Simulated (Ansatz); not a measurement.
# Two structures, one formula

The two ends of one reaction step of C2H10Si, singlet (PBE0-D4/def2-TZVP).

A:

Si1  (-0.938, -0.195, 0.086)
C2  (0.275, -1.609, 0.267)
H3  (-2.290, -0.736, -0.235)
H4  (-1.051, 0.531, 1.385)
C5  (-0.407, 0.999, -1.253)
H6  (2.214, 1.532, 1.625)
H7  (1.496, 1.443, 1.810)
H8  (-0.043, -2.302, 1.049)
H9  (0.360, -2.170, -0.667)
H10  (1.269, -1.237, 0.529)
H11  (-0.336, 0.494, -2.219)
H12  (0.571, 1.430, -1.024)
H13  (-1.121, 1.820, -1.353)
(Å)

B:

Si1  (-1.138, 1.167, 0.622)
C2  (1.264, -1.991, 0.296)
H3  (-1.906, -0.102, 0.746)
H4  (-2.062, 2.298, 0.906)
C5  (-0.400, 1.332, -1.089)
H6  (1.863, -1.088, 0.407)
H7  (-0.072, 1.167, 1.660)
H8  (0.359, -1.904, 0.897)
H9  (0.993, -2.127, -0.751)
H10  (1.842, -2.851, 0.634)
H11  (0.277, 0.502, -1.299)
H12  (0.164, 2.263, -1.179)
H13  (-1.183, 1.334, -1.850)
(Å)

Ansatz 0.2.0; basis: def2-TZVPP; cores frozen in the correlated methods. B3LYP uses VWN-RPA correlation.

Question: Which structure is lower at CCSD(T), and by how much? (An estimate is asked for; the value comes from the calculation.)

Answer: By the calculation: B, by 0.317 eV (electronic energy, against the other). By their contacts, A is a complex of C₂H₈Si (C[SiH2]C) + H₂ and B is a complex of CH₆Si ([CH3][SiH3]) + CH₄.

All methods give the same order:

```
      method  E(B) − E(A) (eV)
       SPW92            -0.262
      PBE-D4            -0.272
     BLYP-D4            -0.303
   r2SCAN-D4            -0.282
      B97M-V            -0.342
     PBE0-D4            -0.296
    B3LYP-D4            -0.328
  r2SCAN0-D4            -0.300
    BHLYP-D4            -0.366
CAM-B3LYP-D4            -0.348
     wB97X-V            -0.314
     wB97M-V            -0.288
      B2PLYP            -0.342
    PBE-QIDH            -0.300
  RPA on PBE            -0.334
          HF            -0.493
         MP2            -0.265
        CCSD            -0.350
     CCSD(T)            -0.317
```

No T1 diagnostic of these runs exceeds 0.010.

Labels in which every atom is bracketed show which atoms are joined, not bond orders.

For scale, one of the runs: CCSD(T)/def2-TZVPP, 244 basis functions, launched by `ansatz run in.yaml --threads 4 --pin off --events-out ev --progress --plain --max-ram 9574MiB`. Hardware: 4 CPU threads of an Arm Neoverse V2, shared host. Wall time 61 s; peak host memory 4.7 GiB.
